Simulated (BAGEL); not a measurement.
**CH4Si (SMILES C[SiH]), step by step**

Wanted: a single-point energy (HF/cc-pVDZ), then the energy (NEVPT2(2,2)/cc-pVDZ), then the energy (CASPT2(2,2)/cc-pVDZ) of CH4Si. 

Program for the calculation: BAGEL 1.2.2.

2 further runs of the same task are left out: 2 set aside as unsound or not needed.

### 1 Starting point

CH4Si has 6 atoms, charge 0, and is taken as a singlet. As SMILES, `C[SiH]`. One bond was lengthened or shortened from a relaxed shape.

Bond lengths: C1–Si2 1.892 Å, C1–H3 1.098 Å, C1–H4 1.091 Å, C1–H5 0.933 Å, Si2–H6 1.531 Å. Angles: C1–Si2–H6 94.2°, Si2–C1–H3 109.7°, Si2–C1–H4 113.8°, Si2–C1–H5 109.5°, H3–C1–H4 109.0°, H3–C1–H5 105.5°, H4–C1–H5 109.0°.

### 2 The energy at HF/cc-pVDZ (density fitting with svp-jkfit) (run 1)

input.json

```json
{ "bagel" : [

{
  "title" : "molecule",
  "basis" : "cc-pvdz.json",
  "df_basis" : "svp-jkfit",
  "angstrom" : true,
  "geometry" : [
    { "atom" : "C", "xyz" : [   -0.083074,   -0.253788,   -0.490388 ] },
    { "atom" : "Si", "xyz" : [    0.927726,    0.322012,    1.002212 ] },
    { "atom" : "H", "xyz" : [   -1.146474,   -0.297888,   -0.222288 ] },
    { "atom" : "H", "xyz" : [    0.225426,   -1.223388,   -0.883088 ] },
    { "atom" : "H", "xyz" : [   -0.024000,    0.382000,   -1.170800 ] },
    { "atom" : "H", "xyz" : [    0.152626,    1.632212,    1.163912 ] }
  ]
},
{
  "title" : "hf"
},
{
  "title" : "print",
  "file" : "orbitals.molden",
  "orbitals" : true
}

]}
```

The basis set cc-pVDZ is read from a file made from the Basis Set Exchange's data (not shown).

Run with:

```console
BAGEL_NUM_THREADS=1 BAGEL input.json > input.out
```

The log of the run:

```text
* using 1 threads per process

  ===============================================================
  ===============================================================

  *** Geometry ***

  { "atom" : "C", "xyz" : [     -0.156987,     -0.479590,     -0.926699 ] },
  { "atom" : "Si", "xyz" : [      1.753148,      0.608514,      1.893906 ] },
  { "atom" : "H", "xyz" : [     -2.166522,     -0.562927,     -0.420063 ] },
  { "atom" : "H", "xyz" : [      0.425993,     -2.311868,     -1.668794 ] },
  { "atom" : "H", "xyz" : [     -0.045353,      0.721875,     -2.212491 ] },
  { "atom" : "H", "xyz" : [      0.288421,      3.084434,      2.199475 ] },

  Number of auxiliary basis functions:      275

  Since a DF basis is specified, we compute 2- and 3-index integrals:
    o Being stored without compression. Storage requirement is 0.006 GB

  Number of basis functions:       52
  Number of electrons      :       24

    * METHOD: MOLECULE                             0.05

  *** RHF ***

  === Nuclear Repulsion ===
    49.3062880958

      * DIIS with orbital gradients will be used.

  === RHF iteration (cc-pvdz.json) ===
      0       -328.92502374          0.02188728           0.01
      1       -329.01971445          0.01041237           0.01
      2       -329.04043228          0.00189526           0.01
      3       -329.04186948          0.00026956           0.01
      4       -329.04190095          0.00008940           0.01
      5       -329.04190456          0.00002173           0.01
      6       -329.04190475          0.00000533           0.01
      7       -329.04190477          0.00000214           0.01
      8       -329.04190477          0.00000088           0.01
      9       -329.04190477          0.00000031           0.01
     10       -329.04190477          0.00000009           0.01
     11       -329.04190477          0.00000002           0.01
     12       -329.04190477          0.00000001           0.01
    * SCF iteration converged.

    * Permanent dipole moment:
           (    0.288265,     0.034661,     0.361388) a.u.

    * METHOD: HF                                   0.19

    * METHOD: PRINT                                0.00

  ===============================================================
```

Run time: 0.52 s. Hardware: 1 thread of Arm Neoverse V2, shared host; peak memory 0.083 GiB.

### 3 The energy at NEVPT2(2,2)/cc-pVDZ (density fitting with svp-jkfit) (run 2)

nevpt2.json

```json
{ "bagel": [

{
  "title": "molecule",
  "basis": "cc-pvdz.json",
  "df_basis": "svp-jkfit",
  "angstrom": true,
  "geometry": [
    { "atom": "C", "xyz": [   -0.083074,   -0.253788,   -0.490388 ] },
    { "atom": "Si", "xyz": [    0.927726,    0.322012,    1.002212 ] },
    { "atom": "H", "xyz": [   -1.146474,   -0.297888,   -0.222288 ] },
    { "atom": "H", "xyz": [    0.225426,   -1.223388,   -0.883088 ] },
    { "atom": "H", "xyz": [   -0.024000,    0.382000,   -1.170800 ] },
    { "atom": "H", "xyz": [    0.152626,    1.632212,    1.163912 ] }
  ]
},
{ "title": "hf" },
{ "title": "casscf", "nstate": 1, "nact": 2, "nclosed": 11, "active": [7, 33], "maxiter": 200, "natocc": true },
{ "title": "nevpt2", "nstate": 1, "nact": 2, "nclosed": 11, "active": [7, 33], "maxiter": 200, "natocc": true, "ncore": 6 },
{ "title": "print", "file": "orbitals.molden", "orbitals": true }

]}
```

The basis set cc-pVDZ is read from a file made from the Basis Set Exchange's data (not shown).

Run with:

```console
BAGEL_NUM_THREADS=1 BAGEL nevpt2.json > nevpt2.out
```

The log of the run:

```text
* using 1 threads per process

  ===============================================================
  ===============================================================

  *** Geometry ***

  { "atom" : "C", "xyz" : [     -0.156987,     -0.479590,     -0.926699 ] },
  { "atom" : "Si", "xyz" : [      1.753148,      0.608514,      1.893906 ] },
  { "atom" : "H", "xyz" : [     -2.166522,     -0.562927,     -0.420063 ] },
  { "atom" : "H", "xyz" : [      0.425993,     -2.311868,     -1.668794 ] },
  { "atom" : "H", "xyz" : [     -0.045353,      0.721875,     -2.212491 ] },
  { "atom" : "H", "xyz" : [      0.288421,      3.084434,      2.199475 ] },

  Number of auxiliary basis functions:      275

[... 21 lines left out ...]
    * SCF iteration converged.
[... 1 line left out ...]
    * Permanent dipole moment:
[... 27 lines left out ...]
    * Second-order optimization converged. *
[... 1 line left out ...]
     guess   0:   closed 1.                   open ..

  === FCI iteration ===

      0  0      -329.04181908     8.07e-02      0.00
      1  0      -329.05318777     9.93e-04      0.00
      2  0 *    -329.05319085     4.02e-16      0.00

     * ci vector, state   0, <S^2> = 0.0000
       2.     0.9975262789
       .2    -0.0702945435

    * METHOD: CASSCF                               0.73

    * freezing 6 orbitals

  === DF-NEVPT2 calculation ===

    * 3-index integral transformation done
    * assembly done

      NEVPT2 correlation energy:   -0.2158841610      0.03

          (+0)     -0.1622280183
          (+0)'    -0.0141244367
          (+1)     -0.0029211894
          (+1)'    -0.0000000000
          (+2)     -0.0001718165
          (-1)     -0.0265801153
          (-1)'     0.0000000000
          (-2)     -0.0098585848

      NEVPT2 total energy:       -329.2690750106

    * METHOD: NEVPT2                               0.05

    * METHOD: PRINT                                0.00

  ===============================================================
```

Wall time 1.3 s (1 thread of Arm Neoverse V2, shared host); peak memory 0.14 GiB.

### 4 The energy at CASPT2(2,2)/cc-pVDZ (density fitting with svp-jkfit) (run 3)

caspt2.json

```json
{ "bagel": [

{
  "title": "molecule",
  "basis": "cc-pvdz.json",
  "df_basis": "svp-jkfit",
  "angstrom": "true",
  "geometry": [
    { "atom": "C", "xyz": [   -0.083074,   -0.253788,   -0.490388 ] },
    { "atom": "Si", "xyz": [    0.927726,    0.322012,    1.002212 ] },
    { "atom": "H", "xyz": [   -1.146474,   -0.297888,   -0.222288 ] },
    { "atom": "H", "xyz": [    0.225426,   -1.223388,   -0.883088 ] },
    { "atom": "H", "xyz": [   -0.024000,    0.382000,   -1.170800 ] },
    { "atom": "H", "xyz": [    0.152626,    1.632212,    1.163912 ] }
  ]
},
{
  "title": "hf"
},
{
  "title": "casscf",
  "nstate": 1,
  "nact": 2,
  "nclosed": 11,
  "active": [7, 33],
  "maxiter": 200,
  "natocc": "true"
},
{
  "title": "print",
  "file": "orbitals.molden",
  "orbitals": "true"
},
{
  "title": "smith",
  "method": "caspt2",
  "ms": "true",
  "xms": "true",
  "sssr": "true",
  "shift": 0.2,
  "shift_imag": "true",
  "ncore": 6
}

]}
```

The basis set cc-pVDZ is read from a file made from the Basis Set Exchange's data (not shown).

Run with:

```console
BAGEL_NUM_THREADS=1 BAGEL caspt2.json > caspt2.out
```

The log of the run:

```text
* using 1 threads per process

  ===============================================================
  ===============================================================

  *** Geometry ***

  { "atom" : "C", "xyz" : [     -0.156987,     -0.479590,     -0.926699 ] },
  { "atom" : "Si", "xyz" : [      1.753148,      0.608514,      1.893906 ] },
  { "atom" : "H", "xyz" : [     -2.166522,     -0.562927,     -0.420063 ] },
  { "atom" : "H", "xyz" : [      0.425993,     -2.311868,     -1.668794 ] },
  { "atom" : "H", "xyz" : [     -0.045353,      0.721875,     -2.212491 ] },
  { "atom" : "H", "xyz" : [      0.288421,      3.084434,      2.199475 ] },

  Number of auxiliary basis functions:      275

[... 21 lines left out ...]
    * SCF iteration converged.
[... 1 line left out ...]
    * Permanent dipole moment:
[... 27 lines left out ...]
    * Second-order optimization converged. *
[... 9 lines left out ...]
     * ci vector, state   0, <S^2> = 0.0000
[... 16 lines left out ...]
    * Zeroth order energy : state  0       -1.3499166681
[... 4 lines left out ...]
       #      aibj      arbs      arbi      airj      risj      airs      arst      rist         Etot      error   time
[... 10 lines left out ...]
      ------------------------------------------------------------------------------------------------------------------

    * CASPT2 energy : state  0     -329.2728862878
        w/o shift correction       -329.2711102019
        reference weight              0.9172829534

    * METHOD: SMITH                                0.12

  ===============================================================
```

Run time: 1.3 s. Hardware: 1 thread of Arm Neoverse V2, shared host; peak memory 0.14 GiB.

### 5 Summary of results

| quantity | value |
| --- | --- |
| run 1, HF/cc-pVDZ: total energy | -329.04190 Eh |
| run 1, HF/cc-pVDZ: dipole moment | 1.18 D |
| run 1, HF/cc-pVDZ: HOMO energy | -8.60 eV |
| run 1, HF/cc-pVDZ: LUMO energy | 0.82 eV |
| run 1, HF/cc-pVDZ: HOMO–LUMO gap | 9.42 eV |
| run 2, NEVPT2(2,2)/cc-pVDZ: total energy | -329.26908 Eh |
| run 3, CASPT2(2,2)/cc-pVDZ: total energy | -329.27289 Eh |
